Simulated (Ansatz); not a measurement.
Isolated molecules relaxed with PBE0-D4/def2-TZVP in Ansatz; ΔE leaves out vibrations. CBS: MP2 limit from def2 TZ/QZ plus the TZ coupled-cluster correction, frozen cores. This one scheme is used for every species. Functionals use def2-TZVPP. B3LYP here is the variant with VWN-RPA as its local correlation; programs differ in this. One conformer a species, not always the lowest.

Reaction (substitution at a C–N bond): `N=CN=CF` + `CNC=O` → `CN(C=N)C=O` + `N=CF`

```csv
level,ΔE (kJ/mol),difference from CCSD(T)/CBS
PBE-D4,-19.5,3.1
r2SCAN-D4,-21.3,1.3
PBE0-D4,-21.1,1.5
ωB97M-V,-22.1,0.5
B2PLYP,-18.8,3.8
PBE,-16.4,6.2
r2SCAN,-20.3,2.3
PBE0,-18.4,4.2
B3LYP,-13.9,8.7
MP2/def2-TZVPP,-26.9,-4.3
CCSD/def2-TZVPP,-22.2,0.4
CCSD(T)/def2-TZVPP,-23.2,-0.6
HF/def2-QZVPP,-14.4,8.2
MP2/def2-QZVPP,-26.8,-4.2
SCS-MP2/def2-QZVPP,-23.1,-0.5
HF/CBS(def2),-14.4,8.2
CCSD(T)/CBS,-22.6,0
```

Largest T1 diagnostic among the species: 0.015.

The D4 term adds −4.8 kJ/mol with B3LYP and −2.7 kJ/mol with PBE0; it sums over pairs of atoms, weighted by their polarisabilities, and B3LYP, whose exchange is more repulsive, gets the larger term. In def2-TZVPP, CCSD(T) changes the Hartree–Fock value by −9.4 kJ/mol (the triples alone add −1.0 kJ/mol) and MP2 by −13.1 kJ/mol.
